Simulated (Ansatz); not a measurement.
F₂O₂S (`O=S(=O)(F)F`) from Hartree–Fock to CCSD(T)

Cartesian coordinates in Å:
```
O 0.678 0.597 -1.174
S -0.010 -0.059 -0.141
O -0.785 -1.219 -0.304
F 0.977 -0.302 1.014
F -0.861 0.983 0.606
```

The species carries charge 0 and has multiplicity 1. All single points use the PBE0-D4/def2-TZVP geometry. Frozen core, restricted reference, the Gaussian-basis code of Ansatz. CBS rows extrapolate triple and quadruple zeta; past MP2 they add the triple-zeta difference.

| basis | HF (Eh) | MP2 corr. | CCSD corr. | (T) | CCSD(T) total |
| --- | --- | --- | --- | --- | --- |
| def2-SVP | ? | ? | -0.88154 | -0.02244 | ? |
| def2-TZVPP | -746.27655 | -1.15330 | -1.14537 | -0.04416 | -747.46608 |
| def2-QZVPP | -746.30769 | ? | – | – | – |
| CBS(def2) | -746.31198 | ? | -1.32830 | as TZ | ? |

Q: Fill in the withheld values. (Best estimate.)

A: Computed: def2-SVP HF (Eh): -745.60806; def2-SVP MP2 corr.: -0.88123; def2-SVP CCSD(T) total: -746.51204; def2-QZVPP MP2 corr.: -1.25839; CBS(def2) MP2 corr.: -1.33623; CBS(def2) CCSD(T) total: -747.68444.
